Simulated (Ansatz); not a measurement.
Job for Ansatz (a program for electronic structure): R-CCSD(T)/aug-cc-pVDZ on CH5N (SMILES CN) with ghost functions.

Ansatz 0.2 input:
```yaml
crystal:
  periodic: [false, false, false]
  atoms:
    - {symbol: N, position_ang: [1.59326953, -0.31331724, 0.02450354]}
    - {symbol: H, position_ang: [1.88863353, -0.86595524, -0.77028646]}
    - {symbol: H, position_ang: [1.90334953, -0.82403824, 0.84136354]}
    - {symbol: C, position_ang: [2.25260453, 0.99504676, -0.01573746]}
    - {symbol: H, position_ang: [1.94206253, 1.57677176, 0.84877754]}
    - {symbol: H, position_ang: [3.34391353, 0.95575176, -0.02469346]}
    - {symbol: H, position_ang: [1.92589253, 1.53096476, -0.90356146]}
basis:
  gaussian:
    orbitals: aug-cc-pVDZ
    ghost_atoms:
      - {symbol: O, position_ang: [-3.38909147, -0.60956024, -0.01080746]}
      - {symbol: H, position_ang: [-3.74774847, 0.27812176, 0.02152454]}
      - {symbol: H, position_ang: [-2.42758347, -0.47196524, 0.00532054]}
magnetization: {spin_polarized: false}
correlation: {method: ccsd_t, electrons: outside_noble_gas}
scf: {lower_state_search: off}
```

What total energy does the run end on?

-95.6133 hartree (reference determinant -95.2307, T1 diagnostic 0.009).

How many basis functions does it have, and what does it roughly cost on one machine?

132 functions; very roughly 16 core-seconds.
